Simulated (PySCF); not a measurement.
## Dipole moment and polarisability of `CCC1=CC1`

C5H8.
SMILES with atom numbers: `[CH3:1][CH2:2][C:3]1=[CH:4][CH2:5]1` (hydrogens: H6, H7, H8 on C1; H9, H10 on C2; H11 on C4; H12, H13 on C5)

Cartesian coordinates in Å at the GFN2-xTB level; atoms count from 1:
```
atom  x, y, z in Å
C1    -1.753   -0.410    0.440
C2    -0.738    0.658    0.044
C3     0.558    0.075   -0.321
C4     1.358   -0.933   -0.499
C5     1.947    0.421   -0.778
H6    -1.917   -1.100   -0.383
H7    -2.703    0.048    0.705
H8    -1.390   -0.975    1.295
H9    -1.113    1.239   -0.806
H10   -0.587    1.360    0.871
H11    1.566   -1.974   -0.491
H12    2.653    0.856   -0.077
H13    2.115    0.735   -1.804
```

Level: PBE0/def2-SVPD (PySCF), static field, nuclei fixed, core orbitals frozen in the response. The polarisability tensor in these axes (au):

```
x   67.68 -1.14 -6.57
y   -1.14 58.66 -0.51
z   -6.57 -0.51 48.51
```

Problem. Give the principal values, the mean and the anisotropy Δα = √{½[(α1 − α2)² + (α2 − α3)² + (α1 − α3)²]}.

Solution. Principal values 46.41, 58.63 and 69.80 au; mean 58.28 au = 8.64 Å³ = 9.61 × 10⁻⁴⁰ C²·m²/J; Δα = 20.26 au (35 % of the mean).

Problem. What is the dipole moment, and where does it point?

Solution. (-0.89, -0.03, 0.28) D, 0.93 D in size, pointing from the negative to the positive side. Measured along this direction, the outermost atoms are H13 and H12 at the negative end and H7 at the positive end.

Problem. Estimate the molar refractivity from the static electronic polarisability.

Solution. Lorentz–Lorenz: R = (4π/3)N_A α = 2.5225 cm³/(mol·Å³) × 8.64 Å³ = 21.8 cm³/mol, in the limit of long wavelengths.

Problem. What are the principal values of the traceless quadrupole moment, Θ = ½Σq(3rr − r²1), about the centre of nuclear charge?

Solution. -2.41, -0.31, 2.73 D·Å. The values depend on the origin, since the dipole doesn't vanish. The electronic extent ⟨r²⟩ about the same centre is 492 bohr², a root-mean-square distance of 1.90 Å for the 38 electrons.

Problem. Along which axes do the principal values lie, and how far do the nuclei extend along each?

Solution. Largest value along (0.95, -0.08, -0.29), where the nuclei span 5.27 Å; middle along (0.06, 0.99, -0.09), 3.06 Å; least along (0.30, 0.07, 0.95), 1.81 Å. The response follows the extents in order.

Problem. What would n − 1 = 2πNα be for an ideal gas of these molecules at 500 K and 1 atm, electronic part alone?

Solution. N = p/kT = 1.4678 × 10¹⁹ cm⁻³, so n − 1 = 2π × N × 8.64 × 10⁻²⁴ cm³ = 796 × 10⁻⁶ at long wavelengths.

Problem. Rayleigh depolarisation ratio (linearly polarised light, static tensor)?

Solution. ρ = 3Δα²/(45ᾱ² + 4Δα²) = 1231.3/(152856 + 1641.7) = 0.00797.

One conformer (not necessarily the lowest) at the GFN2-xTB geometry, without solvent, vibrations or thermal averaging.

These values come from a run that also computed excited states. On one thread, Arm Neoverse N1 (aarch64), no GPU, shared host with 64 logical CPUs at a one-minute load of 42, this took 26 s wall (with the writing of density and orbital grids) and 0.71 GiB of memory at its peak.
